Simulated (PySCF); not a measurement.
1-azetine, C₃H₅N.
SMILES: `C1=NCC1`

Method: MP2 and CCSD/aug-cc-pVDZ in PySCF, restricted Hartree–Fock reference, 4 core orbitals frozen, non-relativistic, gas phase, PBE0-D3(BJ)/def2-SVP geometry.

E(HF) = -170.92268 Eh.

Question: How large is the problem?

Answer: 137 basis functions and 30 electrons; 4 orbitals frozen, which leaves o = 11 correlated occupied and v = 122 virtual orbitals. That is o·v = 1342 singles and o·v(o·v + 1)/2 = 901153 distinct closed-shell doubles amplitudes before symmetry; the costliest CCSD step grows as o²v⁴ = 2.7 × 10^10.

Question: What are the MP2 and CCSD correlation energies?

Answer: MP2 -0.5892 Eh and CCSD -0.6252 Eh, which gives totals of -171.51184 and -171.54783 Eh. That is 0.773 eV for each correlated electron at CCSD (1641 kJ/mol in all, 0.364 % of the total energy); MP2 gives 94.2 % of the CCSD value.

Question: What is the T1 diagnostic?

Answer: 0.0115, below the customary warning level of 0.02. It is the norm of the spatial-orbital singles amplitudes over the root of the number of correlated electrons, so the norm is 0.054.

Question: How does correlation change the dipole moment?

Answer: HF gives 2.55 D and CCSD (unrelaxed density) 2.38 D, a change of -0.17 D.

No triples correction and no basis-set extrapolation were made.

The job also held the EOM ionisation roots. Hardware: one thread, Arm Neoverse V2, no GPU (shared host). Cost: 2.3 min wall.
